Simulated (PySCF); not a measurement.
A GIAO shielding run with PySCF (density fitting, non-relativistic, gas phase) on Isopropyl Isocyanide ([C-]#[N+]C(C)C, C₄H₇N):

```
$ OMP_NUM_THREADS=1 python probes_run.py task.json out

{"job": {"kind": "nmr", "xc": "KT3", "basis": "pcSseg-2", "pop": false}, "charge": 0, "multiplicity": 1}
C      0.094617     2.721377     0.028650
N     -0.060331     1.582081    -0.157762
C     -0.228134     0.180902    -0.349943
C     -0.963607    -0.417902     0.838758
C      1.124618    -0.471640    -0.587931
H     -0.844157     0.063390    -1.247497
H     -0.365561    -0.314707     1.746116
H     -1.146454    -1.479079     0.660899
H     -1.920781     0.080044     0.996495
H      1.626477    -0.027206    -1.447829
H      1.764294    -0.348399     0.288013
H      0.990465    -1.538655    -0.773668
```

Hardware: 1 thread of an Arm Neoverse N1, shared host.

Question: How large is the calculation?

Answer: 38 electrons, 278 basis functions and 711 auxiliary functions.

Question: How long does it take, and how much memory does it need?

Answer: 69 s of wall time, with 14 SCF cycles; peak memory 0.77 GiB. Times on a shared host scatter by some tens of per cent.

Question: And these other runs on the same molecule and hardware: GIAO shielding at B97-2/pcSseg-2; GIAO shielding at PBE0/pcSseg-2; GIAO shielding at wB97X-D/pcSseg-2?

Answer: B97-2/pcSseg-2: 278 functions, 53 s; PBE0/pcSseg-2: 278 functions, 60 s; wB97X-D/pcSseg-2: 278 functions, 71 s.
